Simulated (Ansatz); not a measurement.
**SiCCl (sextet): the correlation ladder, cc-pVDZ**

One table from this session's results is given with a row withheld; the runs are named, their logs left out.

Method: cc-pVDZ, core rule «outside noble gas», up to 11 orbitals frozen; program: Ansatz 0.2.0, Gaussian basis.

Plan: UHF; CCSD(T) on ROHF; CCSD(T) on UHF; BCCD(T) on ROHF; CISD; CCSDT(Q) on ROHF; CCSDT(Q) on UHF; CASSCF and MRCISD+Q, 13 electrons in 11 orbitals; CASSCF and NEVPT2, 13 electrons in 11 orbitals.

20 further runs of the same task are left out: 4 that didn't finish, 16 set aside as unsound or not needed.

## What is computed

The geometry is a PBE0/def2-TZVP stationary point (not a proven minimum) of the parent state, kept for this charge and spin.

3 atoms, charge 0, spin multiplicity 6.

Atoms are counted from 1 here; the program's logs count them from 0.

Bond lengths: C1–Si2 1.858 Å, Si2–Cl3 2.076 Å. Angles: C1–Si2–Cl3 103.7°.

The first run:

Contents of in.yaml:

```yaml
crystal:
  periodic: [false, false, false]
  atoms:
    - {symbol: C, position_ang: [0.000000, -0.896812, 1.818922]}
    - {symbol: Si, position_ang: [0.000000, 0.607235, 0.728623]}
    - {symbol: Cl, position_ang: [0.000000, -0.177225, -1.193419]}
basis:
  gaussian: {orbitals: cc-pVDZ}
magnetization: {spin_polarized: true, initial_magnetization: 5}
hamiltonian: {xc: hf}
output: {orbitals: {seedname: orbitals}}
```

Command:

```sh
ansatz run in.yaml --threads 1 --pin off --events-out ev --progress --plain --max-ram 2393MiB
```

Steps of the session up to this table: UHF; CCSD(T) on ROHF; CCSD(T) on UHF; BCCD(T) on ROHF; CISD; CCSDT(Q) on ROHF; CCSDT(Q) on UHF; CASSCF and MRCISD+Q, 13 electrons in 11 orbitals; CASSCF and NEVPT2, 13 electrons in 11 orbitals.

One of the session's tables, all rows but one given; the rest of the session is left out.

```
          method  from UCCSDT(Q) (meV)
            ROHF               +7639.4
             UHF               +7550.6
            RMP2               +1161.4
            UMP2               +1155.9
            CISD                +839.8
           RCCSD                +240.3
           UCCSD                +238.0
        RCCSD(T)                 +49.7
        UCCSD(T)                 +48.5
         BCCD(T)                 +48.8
          RCCSDT                 +17.4
          UCCSDT                 +16.1
       RCCSDT(Q)                  +2.9
       UCCSDT(Q)                     0
  CASSCF valence               +6781.3
  NEVPT2 valence               +1339.3
  MRCISD valence                     ?
MRCISD+Q valence                +117.3
```

**Question.** Estimate the row for MRCISD valence.

**Answer.** from UCCSDT(Q) (meV): +702.1. In the column «from UCCSDT(Q) (meV)» it lies between RCCSD (+240.3) and CISD (+839.8).

Among the levels timed on like hardware and quicker than the yardstick, those that no quicker one beats, quickest first: RCCSD(T) (1.5 s, +49.7 meV); UCCSD(T) (1.5 s, +48.5 meV).

To keep in mind: Of the multireference levels listed MRCISD+Q valence comes nearest in total energy (+117.3 meV), which doesn't show that its space is the better one. Restricted and unrestricted rows rest on different reference determinants; where their highest levels disagree by more than a few hundredths of an eV, they describe different states and don't form one ladder.
